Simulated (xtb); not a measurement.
hydrogen peroxide (H2O2), SMILES OO. All values are semi-empirical tight-binding results from xtb (GFN2-xTB unless named), good for trends rather than for accurate numbers. Geometry: GFN2-xTB.

```yaml
point_group_as_xtb_finds_it: C2h
orbital_gap: 7.58 eV
dipole_moment: 0.03 D
zero_point_energy: 15.6 kcal/mol
G − E(el) at 298.15 K (modified RRHO): 2.0 kcal/mol
static polarisability (D4 model): 14.4 bohr³
solvation energy, GFN2-xTB/ALPB(water): -10.1 kcal/mol
solvation energy, GFN2-xTB/ALPB(ch2cl2): -2.5 kcal/mol
```

Q: Give the IR lines (harmonic; lines under 4 % of the strongest left out, lines within 3 cm⁻¹ merged). (Estimate from the structure and the level; the computed values follow.)

A: ν (cm⁻¹): 254 (vs), 1158 (s), 3538 (m) (against the strongest line: vs over 80 %, s over 45 %, m over 15 %, w over 4 %, vw less)
